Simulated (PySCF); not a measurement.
# doublet HNO− at 6 levels

Aim: a comparison of 6 runs (UHF/3-21G, U-r2SCAN/def2-TZVPPD, UB3LYP/def2-TZVPPD, UBHLYP/def2-TZVPPD, UBLYP/def2-TZVPPD, UPBE0/def2-TZVPPD) of doublet HNO−. 

Program for the calculation: PySCF 2.14.0.

3 further runs of the same task are left out: 3 set aside as unsound or not needed.

## 1. The structure to begin with

The species is HNO− (3 atoms), meant as a doublet with charge -1. SMILES of the parent species: `N=O`. The shape is that of a PBE0-D4/def2-TZVP optimisation. That shape belongs to the parent species and isn't relaxed for this state.

Bond lengths: N1–O2 1.190 Å, N1–H3 1.063 Å. Angles: O2–N1–H3 108.9°.

## 2. A single-point energy at UHF/3-21G (run 1)

The input, input.py:

```python
from pyscf import gto

system = gto.M(
    atom='''
N     -0.283700     0.312790    -0.117160
O      0.755300     0.397200     0.456500
H     -0.471600    -0.709980    -0.339350
''',
    charge=-1,
    basis='3-21g',
    verbose=4,
    max_memory=1860,
    spin=1,
)

mf = system.UHF()
mf.conv_tol = 1e-10
mf.kernel()
if not mf.converged:
    mf = mf.newton().run(mf.mo_coeff, mf.mo_occ)

energy = mf.e_tot
print('E(%s) = %.9f' % ('HF', energy))
```

The run is started by

```console
OMP_NUM_THREADS=1 python input.py
```

What it wrote:

```text
PySCF version 2.14.0

[INPUT] num. atoms = 3
[INPUT] num. electrons = 17
[INPUT] charge = -1
[INPUT] spin (= nelec alpha-beta = 2S) = 1
[INPUT] symmetry False subgroup None
[INPUT] Mole.unit = angstrom
[INPUT] Symbol           X                Y                Z      unit          X                Y                Z       unit  Magmom
[INPUT]  1 N     -0.283700000000   0.312790000000  -0.117160000000 AA   -0.536115301539   0.591087434503  -0.221400312754 Bohr   0.0
[INPUT]  2 O      0.755300000000   0.397200000000   0.456500000000 AA    1.427310141884   0.750599216677   0.862659975864 Bohr   0.0
[INPUT]  3 H     -0.471600000000  -0.709980000000  -0.339350000000 AA   -0.891194840345  -1.341667753919  -0.641278560371 Bohr   0.0

[... 84 lines left out ...]
converged SCF energy = -128.974915753557  <S^2> = 0.75946526  2S+1 = 2.009443
E(HF) = -128.974915754
```

It took 1.2 s on 1 thread of Arm Neoverse N1, shared host; peak memory 0.12 GiB.

## 3. The energy at U-r2SCAN/def2-TZVPPD (run 2)

The input, job.py:

```python
from pyscf import gto, dft

mol = gto.M(
    atom='''
N   -0.283700   0.312790  -0.117160
O    0.755300   0.397200   0.456500
H   -0.471600  -0.709980  -0.339350
''',
    charge=-1,
    max_memory=1860,
    spin=1,
    basis='def2-tzvppd',
    verbose=3,
)

mf = dft.UKS(mol, xc='r2scan')
mf.conv_tol = 1e-10
mf.grids.level = 5
mf.kernel()
if not mf.converged:
    mf = mf.newton().run(mf.mo_coeff, mf.mo_occ)

e_tot = mf.e_tot
print('Final energy', e_tot)
```

The run is started by

```console
OMP_NUM_THREADS=1 python job.py
```

What it wrote:

```text
WARN: HOMO -0.162378262675489 >= LUMO -0.162378262675482

converged SCF energy = -130.461611444574  <S^2> = 0.75721124  2S+1 = 2.0071983
Final energy -130.4616114445739
```

Run time: 57 s. Hardware: 1 thread of Arm Neoverse N1, shared host; peak memory 0.52 GiB.

Runs 3 to 5 aren't shown in full; the table further down has their settings and results.

## 4. A single-point energy at UPBE0/def2-TZVPPD (run 6)

The input, calc.py:

```python
from pyscf import gto, dft

mol = gto.M(
    atom='''
N     -0.283700     0.312790    -0.117160
O      0.755300     0.397200     0.456500
H     -0.471600    -0.709980    -0.339350
''',
    verbose=3,
    max_memory=1860,
    spin=1,
    basis='def2-tzvppd',
    charge=-1,
)

mf = dft.UKS(mol)
mf.xc = 'pbe0'
mf.grids.level = 5
mf.conv_tol = 1e-10
mf.kernel()
if not mf.converged:
    mf = mf.newton().run(mf.mo_coeff, mf.mo_occ)

etot = mf.e_tot
print('E = %.10f Eh' % etot)
```

The run is started by

```console
OMP_NUM_THREADS=1 python calc.py
```

What it wrote:

```text
WARN: HOMO -0.152922528279191 >= LUMO -0.152922528279184

converged SCF energy = -130.386573238238  <S^2> = 0.75555305  2S+1 = 2.0055454
E = -130.3865732382 Eh
```

Run time: 25 s. Hardware: 1 thread of Arm Neoverse N1, shared host; peak memory 0.46 GiB.

## 5. All runs side by side

```csv
run,level,integration grid,energy (Eh),HOMO energy (eV),LUMO energy (eV),⟨S²⟩,wall time
1,UHF/3-21G,–,-128.974916,0.51,15.67,0.759,1.2 s
2,U-r2SCAN/def2-TZVPPD,5,-130.461611,3.86,5.73,0.757,57 s
3,UB3LYP/def2-TZVPPD,5,-130.533754,2.93,5.47,0.755,24 s
4,UBHLYP/def2-TZVPPD,5,-130.455109,1.20,6.12,0.760,25 s
5,UBLYP/def2-TZVPPD,5,-130.513965,4.23,5.13,0.753,21 s
6,UPBE0/def2-TZVPPD,5,-130.386573,2.72,5.74,0.756,25 s
```

## 6. Summary of results

| quantity | value |
| --- | --- |
| run 6: total energy | -130.38657 Eh |
| run 6: HOMO energy (highest over α and β) | 2.72 eV |
| run 6: LUMO energy (lowest over α and β) | 5.74 eV |
| run 6: ⟨S²⟩ | 0.756 |

Totals of different functionals can't be ranked against each other. In runs 1, 2, 3, 4, 5, 6 the HOMO lies above zero, so the outermost electron may be held by the basis alone. All runs together took 2.5 min, the longest 57 s.
